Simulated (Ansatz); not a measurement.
# BSiH3 (triplet): wave-function methods side by side, cc-pVDZ

How much of the correlation energy of BSiH3 (triplet) does each wave-function method recover here?

Computed with Ansatz 0.2.0, Gaussian basis. Level: cc-pVDZ, core rule «outside noble gas», up to 6 orbitals frozen.

Plan: UHF; CCSD(T) on ROHF; CCSD(T) on UHF; BCCD(T) on ROHF; CISD; CCSDT(Q) on ROHF; CCSDT(Q) on UHF; CASSCF and MRCISD+Q, 10 electrons in 11 orbitals; CASSCF and NEVPT2, 10 electrons in 11 orbitals.

4 further runs of the same task are left out: 4 set aside as unsound or not needed.

### Step 1. What is computed

The geometry is a PBE0/def2-TZVP stationary point (not a proven minimum) of the parent state, kept for this charge and spin.

5 atoms, charge 0, spin multiplicity 3.

Atoms are counted from 1 here; the program's logs count them from 0.

Bond lengths: Si1–B2 1.821 Å, Si1–H3 1.477 Å, Si1–H4 1.477 Å, B2–H5 1.179 Å. Angles: B2–Si1–H3 121.0°, B2–Si1–H4 121.0°, H3–Si1–H4 118.0°, Si1–B2–H5 180.0°.

### Step 2. UHF

Contents of in.yaml:

```yaml
crystal:
  periodic: [false, false, false]
  atoms:
    - {symbol: Si, position_ang: [0.000000, 0.000000, 0.505242]}
    - {symbol: B, position_ang: [0.000000, 0.000000, -1.316005]}
    - {symbol: H, position_ang: [0.000000, 1.265985, 1.266213]}
    - {symbol: H, position_ang: [0.000000, -1.265985, 1.266213]}
    - {symbol: H, position_ang: [0.000000, 0.000000, -2.495380]}
basis:
  gaussian: {orbitals: cc-pVDZ}
magnetization: {spin_polarized: true, initial_magnetization: 2}
hamiltonian: {xc: hf}
output: {orbitals: {seedname: orbitals}}
```

The run is started by

```sh
$ ansatz run in.yaml --threads 1 --pin off --events-out ev --progress --plain --max-ram 2816MiB --backend cpu
```

After this run come: CCSD(T) on ROHF; CCSD(T) on UHF; BCCD(T) on ROHF; CISD; CCSDT(Q) on ROHF; CCSDT(Q) on UHF; CASSCF and MRCISD+Q, 10 electrons in 11 orbitals; CASSCF and NEVPT2, 10 electrons in 11 orbitals.

Q: Predict the results of all the runs planned. Wanted: UCCSDT(Q) below the RHF energy; RMP2 from UCCSDT(Q); UMP2 from UCCSDT(Q); RCCSD from UCCSDT(Q); RCCSD(T) from UCCSDT(Q); UCCSD(T) from UCCSDT(Q); RCCSDT(Q) from UCCSDT(Q); NEVPT2 valence from UCCSDT(Q); MRCISD+Q valence from UCCSDT(Q).

The runs gave:

| quantity | value |
| --- | --- |
| UCCSDT(Q) below the RHF energy | -5.3834 eV |
| RMP2 from UCCSDT(Q) | +112.6 kJ/mol |
| UMP2 from UCCSDT(Q) | +113.7 kJ/mol |
| RCCSD from UCCSDT(Q) | +16.7 kJ/mol |
| RCCSD(T) from UCCSDT(Q) | +3.6 kJ/mol |
| UCCSD(T) from UCCSDT(Q) | +3.6 kJ/mol |
| RCCSDT(Q) from UCCSDT(Q) | +0.1 kJ/mol |
| NEVPT2 valence from UCCSDT(Q) | +89.6 kJ/mol |
| MRCISD+Q valence from UCCSDT(Q) | +2.3 kJ/mol |
| levels within 1 kcal/mol (43 meV) | RCCSD(T), UCCSD(T), BCCD(T), RCCSDT, UCCSDT, RCCSDT(Q), MRCISD+Q valence |
| T1 diagnostic | 0.017 |
| effectively unpaired electrons | 2.02 |

What this shows: RCCSD(T) lands +3.6 kJ/mol from the yardstick (0.7 % of the correlation energy). One determinant dominates. Of the multireference levels listed MRCISD+Q valence comes nearest in total energy (+2.3 kJ/mol), which doesn't show that its space is the better one. These misses are within one basis, not against nature; the frozen cores of restricted and unrestricted runs differ, which can shift their rows.
